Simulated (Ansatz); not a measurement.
**FH3NSi+ (SMILES N[SiH+]F): single points off equilibrium**

The atoms stand at a structure displaced at random from a GFN2-xTB minimum. How far do the functionals agree with CCSD(T) there?

Program: Ansatz 0.2.0, Gaussian basis. Level of theory: single points in def2-TZVPP. These are calculated values, not measurements.

Correlated methods freeze the cores. B3LYP uses VWN-RPA correlation.

### Step 1. Starting geometry

SMILES `N[SiH+]F`, 6 atoms, charge 1, spin multiplicity 1.

Atoms are counted from 1 here; the program's logs count them from 0.

Bond lengths: N1–Si2 1.609 Å, N1–H4 1.052 Å, N1–H5 0.949 Å, Si2–F3 1.635 Å, Si2–H6 1.294 Å. Angles: Si2–N1–H4 121.7°, Si2–N1–H5 135.4°, H4–N1–H5 101.3°, N1–Si2–F3 117.3°, N1–Si2–H6 135.8°, F3–Si2–H6 106.9°.

Geometry (Å):

```xyz
6

N    -0.4820    0.2870   -0.5988
Si    0.5494   -0.2179    0.5289
F     0.5746   -1.8192    0.8577
H    -1.2736   -0.3184   -0.9348
H    -0.7201    1.1276   -0.9683
H     1.4550    0.3338    1.2707
```

### Step 2. CCSD(T)/def2-TZVPP

The input, run/in.yaml:

```yaml
crystal:
  periodic: [false, false, false]
  atoms:
    - {symbol: N, position_ang: [-0.482000, 0.287000, -0.598800]}
    - {symbol: Si, position_ang: [0.549400, -0.217900, 0.528900]}
    - {symbol: F, position_ang: [0.574600, -1.819200, 0.857700]}
    - {symbol: H, position_ang: [-1.273600, -0.318400, -0.934800]}
    - {symbol: H, position_ang: [-0.720100, 1.127600, -0.968300]}
    - {symbol: H, position_ang: [1.455000, 0.333800, 1.270700]}
basis:
  gaussian: {orbitals: def2-TZVPP}
total_charge: 1
correlation: {method: ccsd_t}
output: {forces: true}
```

No record of the launch command was kept for these runs.

### Step 3. PBE0-D4/def2-TZVPP

Changes to run/in.yaml since step 2:

```diff
@@ -12,3 +12,3 @@
 total_charge: 1
-correlation: {method: ccsd_t}
-output: {forces: true}
+hamiltonian: {xc: pbe0, dispersion: d4}
+output: {forces: true, orbitals: {seedname: orbitals}}
```

### Step 4. wB97M-V/def2-TZVPP

Changes to run/in.yaml since step 3:

```diff
@@ -12,3 +12,3 @@
 total_charge: 1
-hamiltonian: {xc: pbe0, dispersion: d4}
-output: {forces: true, orbitals: {seedname: orbitals}}
+hamiltonian: {xc: {name: wB97M-V}}
+output: {forces: true}
```

### Step 5. r2SCAN-D4/def2-TZVPP

Changes to run/in.yaml since step 4:

```diff
@@ -12,3 +12,3 @@
 total_charge: 1
-hamiltonian: {xc: {name: wB97M-V}}
+hamiltonian: {xc: r2scan, dispersion: d4}
 output: {forces: true}
```

### Step 6. PBE-D4/def2-TZVPP

Changes to run/in.yaml since step 5:

```diff
@@ -12,3 +12,3 @@
 total_charge: 1
-hamiltonian: {xc: r2scan, dispersion: d4}
+hamiltonian: {xc: pbe, dispersion: d4}
 output: {forces: true}
```

### Step 7. CAM-B3LYP-D4/def2-TZVPP

Changes to run/in.yaml since step 6:

```diff
@@ -12,3 +12,3 @@
 total_charge: 1
-hamiltonian: {xc: pbe, dispersion: d4}
+hamiltonian: {xc: {name: CAM-B3LYP}, dispersion: d4}
 output: {forces: true}
```

### Step 8. B3LYP-D4/def2-TZVPP

Changes to run/in.yaml since step 7:

```diff
@@ -12,3 +12,3 @@
 total_charge: 1
-hamiltonian: {xc: {name: CAM-B3LYP}, dispersion: d4}
+hamiltonian: {xc: {name: B3LYP}, dispersion: d4}
 output: {forces: true}
```

(Steps that only read results are left out.)

Before running it: what results should come out? Wanted: energy less free atoms, CCSD(T)/def2-TZVPP; RMS force component; RMS force error; HOMO and LUMO, PBE0-D4; T1 diagnostic.

As calculated:

| quantity | value |
| --- | --- |
| energy less free atoms, CCSD(T)/def2-TZVPP | -1209.3 kJ/mol |
| RMS force component | 2.346 to 2.449 eV/Å over the methods |
| RMS force error | PBE0-D4 0.118, wB97M-V 0.111, r2SCAN-D4 0.092, PBE-D4 0.261, CAM-B3LYP-D4 0.141, B3LYP-D4 0.107 eV/Å |
| HOMO and LUMO, PBE0-D4 | -15.94 and -7.93 eV |
| T1 diagnostic | 0.014 |

What this shows: Against CCSD(T) the functionals' energies less atoms differ by -87.7 to -31.8 kJ/mol, PBE-D4 by -87.7 kJ/mol. A larger basis would deepen the CCSD(T) value, while the functionals are nearly converged already, so the order here is not reliable. On forces the order runs from r2SCAN-D4 to PBE-D4. Frozen-core CCSD(T) forces in triple zeta carry basis errors of their own, and this is one geometry, so small gaps rank nothing.
